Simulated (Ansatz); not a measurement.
Cost and result for the atomization energy of C$_{2}$H$_{7}$NO$_{2}$ (`NCOCO`) (12 atoms, 11 bonds).

```xyz
12

N     1.022    1.043   -0.746
C    -0.400    0.864   -0.599
O    -0.731   -0.475   -0.341
C    -0.348   -0.910    0.943
O    -0.348   -2.293    0.977
H     1.337    0.836   -1.684
H     1.319    1.976   -0.498
H    -0.977    1.118   -1.494
H    -0.742    1.514    0.219
H    -1.086   -0.583    1.686
H     0.638   -0.488    1.182
H     0.316   -2.601    0.353
```

Charge 0, multiplicity 1. The structure was optimised at the PBE0-D4/def2-TZVP level. It is one conformer, not always the lowest. Program: Ansatz. All runs use 4 threads of an Arm Neoverse V2 on a shared host. Times are those of one run each, without the atoms' runs, and a repeat can differ threefold. Electronic energies, without spin–orbit coupling; frozen cores. CCSD(T)/CBS adds CCSD(T) − MP2 in def2-TZVPP to the MP2 limit, and its time is that of the two runs behind it. T1 = 0.011. B3LYP takes the VWN-RPA correlation (the form of Gaussian; ORCA's B3LYP/G).

CCSD(T)/CBS is a level of theory with its own doubt, some kJ/mol a heavy atom from the limit and from the frozen cores, so smaller differences don't rank the functionals.

```
                             level  functions  wall time  atomization (kJ/mol)  difference from CCSD(T)/CBS  per bond
   PBE-D4/def2-TZVPP (with forces)        253      2.3 s                4619.6                        123.0      11.2
                PBE0-D4/def2-TZVPP        253      2.5 s                4499.0                          2.4       0.2
 B3LYP-D4/def2-TZVPP (with forces)        253      3.8 s                4494.3                         -2.3      -0.2
r2SCAN-D4/def2-TZVPP (with forces)        253      4.3 s                4486.9                         -9.7      -0.9
                 B2PLYP/def2-TZVPP        253      4.8 s                4444.9                        -51.7      -4.7
                ωB97X-V/def2-TZVPP        253      6.5 s                4504.5                          7.9       0.7
  ωB97M-V/def2-TZVPP (with forces)        253      9.5 s                4510.3                         13.7       1.2
                    MP2/def2-QZVPP        495       24 s                4524.9                         28.3       2.6
                CCSD(T)/def2-TZVPP        253    3.2 min                4365.9                       -130.7     -11.9
                 CCSD(T)/CBS(def2)          –    3.6 min                4496.6                          0.0       0.0
```

From PBE to PBE0 (25 % exact exchange), in def2-TZVPP and without D4, the atomization energy moves by −117.7 kJ/mol: exact exchange takes away binding that semilocal exchange gives to molecules. In def2-TZVPP, CCSD(T) changes the Hartree–Fock value by +1299.3 kJ/mol (the triples alone add +73.6 kJ/mol) and MP2 by +1381.0 kJ/mol; breaking electron pairs costs correlation energy, which Hartree–Fock lacks. The D4 term adds +27.6 kJ/mol with B3LYP and +14.5 kJ/mol with PBE0; it sums over pairs of atoms, weighted by their polarisabilities, and B3LYP, whose exchange is more repulsive, gets the larger term.
